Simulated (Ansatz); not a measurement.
Geometry optimisation, Ansatz, RKS PBE-D4/def2-SVP.

Input file:

```yaml
crystal:
  periodic: [false, false, false]
  atoms:
    - { symbol: B, position_ang: [0.131075, -0.28716, 0.187403] }
    - { symbol: H, position_ang: [0.007749, -0.976482, 1.160469] }
    - { symbol: "N", position_ang: [1.519413, 0.088548, -0.156876] }
    - { symbol: H, position_ang: [2.304036, -0.196206, 0.42324] }
    - { symbol: H, position_ang: [1.78316, 0.696688, -0.929919] }
    - { symbol: "N", position_ang: [-0.992252, 0.122118, -0.566603] }
    - { symbol: H, position_ang: [-1.940153, -0.1475, -0.319758] }
    - { symbol: H, position_ang: [-0.936128, 0.699993, -1.402556] }
basis:
  gaussian: { orbitals: def2-SVP }
hamiltonian:
  xc: pbe
  dispersion: d4
relax:
  f_tol: 0.03
  max_steps: 50
```

Command:

```bash
$ ansatz run input.yaml --threads 2 --pin off --max-ram 3072MiB --backend cpu --events-out ev --progress --plain --runs-dir out
```

Where does it end, and by what steps?

The run converged. After 3 steps the energy has fallen by 0.069 eV; B1 moved furthest, 0.04 Å.

```tsv
step	energy less start (eV)	largest force component (eV/Å)	accepted
0	0.0000	2.004	yes
1	-0.0568	0.942	yes
2	-0.0680	0.116	yes
3	-0.0686	0.010	yes
```

```xyz
8
Properties=species:S:1:pos:R:3
B 0.165 -0.277 0.184
H -0.012 -0.982 1.165
N 1.494 0.099 -0.143
H 2.290 -0.201 0.415
H 1.754 0.683 -0.937
N -0.969 0.124 -0.570
H -1.911 -0.158 -0.315
H -0.933 0.711 -1.404
```

Run time: 4.1 s on 2 threads of Arm Neoverse V1 (shared host), peak memory 0.12 GiB.
